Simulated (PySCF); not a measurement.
EPR parameters of C2H4Cl

Compound: C2H4Cl (doublet state).
Numbering: `[CH3:1][CH:2][Cl:3]` (hydrogens: H4, H5, H6 on C1; H7 on C2)

Level of theory: UKS B3LYP, pcH-1 on C Cl H, non-relativistic, mean-field spin-orbit, GIAO in PySCF 2.14.0. Geometry: GFN2-xTB; no solvent, vibrations or thermal averaging. Couplings are sensitive to structure, and on GFN2-xTB geometries they can be far from those on DFT ones.

```
g1, g2, g3                      : 2.00162, 2.00729, 2.00919
g_iso                           : 2.00603
Form of g                       : rhombic: the two nearest values differ by 25 % of g3 − g1
⟨S²⟩                            : 0.7539 (exact 0.7500)
HOMO–LUMO gap, α and β orbitals : 6.70, 6.72 eV
```

Hyperfine couplings atom by atom, in MHz; T1 to T3 are the principal values of the dipolar part; ρ(0) is the spin density at the nucleus:

```csv
atom,isotope,a_iso,of which spin–orbit,T1,T2,T3,Mulliken spin population,ρ(0) (bohr⁻³)
C1,13C,-28.5,0.0,-2.2,-0.6,2.7,-0.08,-0.0254
C2,13C,139.2,0.5,-81.1,-80.4,161.6,0.94,0.1234
Cl3,35Cl,6.5,-0.1,-31.1,-20.5,51.6,0.09,0.0151
H4,1H,146.4,0.0,-4.9,-3.0,7.9,0.06,0.0328
H5,1H,26.1,0.0,-5.2,-4.5,9.7,0.01,0.0058
H6,1H,43.0,0.0,-4.8,-4.4,9.2,0.02,0.0096
H7,1H,-55.7,0.1,-37.2,-1.8,39.1,-0.04,-0.0125
```

The largest Mulliken spin populations are on C2 (+0.94), Cl3 (+0.09), C1 (-0.08) and H4 (+0.06). C2 is the only atom above +0.15. The angles at C2 add up to 357.1°, so it is nearly planar; its axial dipolar tensor and the negative coupling of its proton fit spin in a p orbital normal to that plane.

Axes: g2 points within 10° of the C2–Cl3 bond.

Under fast tumbling the dipolar parts average out, and these isotropic splittings remain: 3 × 1H (H4/H5/H6, I = 1/2, 4 lines) with 2.56 mT, 1 × 1H (H7, I = 1/2, 2 lines) with 1.98 mT and 1 × 35Cl (Cl3, I = 3/2, 4 lines) with 0.23 mT.

Nuclei that the bonding pattern makes equivalent are averaged, as if the motion that swaps them (rotation, inversion, ring flip) were fast. The three 1H nuclei of mean +71.9 MHz run from 26.1 to 146.4 MHz in the frozen geometry.

Main isotope only: 35Cl (natural samples also hold 24 % 37Cl, magnetic too, which adds its own pattern).

The 13C coupling of C2 (139.2 MHz) shows only in satellite lines or after enrichment, since that isotope makes up about 1.07 % of natural carbon.

The spin density at the nucleus, in bohr⁻³, is negative for C1 (-0.0254) and H7 (-0.0125), for instance. A restricted open-shell determinant has no negative spin density anywhere; here it arises because α and β orbitals differ (spin polarisation).
